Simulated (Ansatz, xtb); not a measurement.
## Ligand exchange: SiH3(CH3) + H2S2 → SiH3(SH) + CH4S

Species: SiH3(CH3) (methylsilane), singlet; H2S2 `SS`, singlet; SiH3(SH), singlet; CH4S (methanethiol) `CS`, singlet. The partners trade CH3 for SH: Si–CH3 and S–SH bonds give way to Si–SH and S–CH3.

Shapes, held fixed at every level: PBE0-D4/def2-TZVP. Flexible molecules stand in one conformer, not always the lowest. Programs: Ansatz 0.2.0, xtb 6.7.1. The zero-point and thermal change to 298 K, harmonic and unscaled (PBE0-D4/def2-TZVP), is +2.3 kJ/mol.

```
               level                   kind  ΔH(298 K) (kJ/mol)  less CCSD(T)/CBS estimate  CPU time (sum over the molecules)
            GFN2-xTB         semi-empirical               -42.2                       -0.5                             0.21 s
r2SCAN-D4/def2-TZVPP               meta-GGA               -38.5                       +3.2                               16 s
 BHLYP-D4/def2-TZVPP          global hybrid               -40.8                       +0.9                               10 s
        MP2/def2-SVP    perturbation theory               -57.1                      -15.4                                  –
    CCSD(T)/def2-SVP  coupled cluster or CI               -53.4                      -11.7                              3.8 s
       CCSD/def2-SVP  coupled cluster or CI               -53.7                      -12.0                                  –
  CCSD(T)/def2-TZVPP  coupled cluster or CI               -44.1                       -2.4                               45 s
CCSD(T)/CBS estimate  coupled cluster or CI               -41.7                        0.0                               87 s
```

The highest level, CCSD(T)/CBS estimate, gives ΔH(298 K) = -41.7 kJ/mol; the levels span -57.1 to -38.5. The column of differences is taken from that level and isn't an error. No measured value is set beside it here. The CBS estimate extrapolates MP2 from def2-TZVPP and def2-QZVPP and adds CCSD(T) − MP2 in the triple-zeta set, cores frozen. Times are processor times on shared x86 and Arm servers, and rough.
